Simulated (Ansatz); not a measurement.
The reference is Pd in the fcc (Cu type) structure (space group Fm-3m, No. 225; a = 3.8756 Å).

Method: Ansatz (a quantum-chemistry and plane-wave program) PBEsol, no spin-orbit coupling, earlier PAW set.

```
level   lattice parameter a
------  -------------------
PBEsol              3.876 Å
```

Problem. From these computed values, estimate the measured ones, and say how each level misses.

Solution. Measured: lattice parameter a 3.876 Å (static lattice; corrected from measurement; as listed in Daniel Mejia-Rodriguez, S. B. Trickey, Phys. Rev. B (2018)). Computed minus measured — lattice parameter a: PBEsol -0.0 %.

No phonon test of stability was made. All final runs are without spin polarisation. No dispersion term is included in the PBEsol runs.
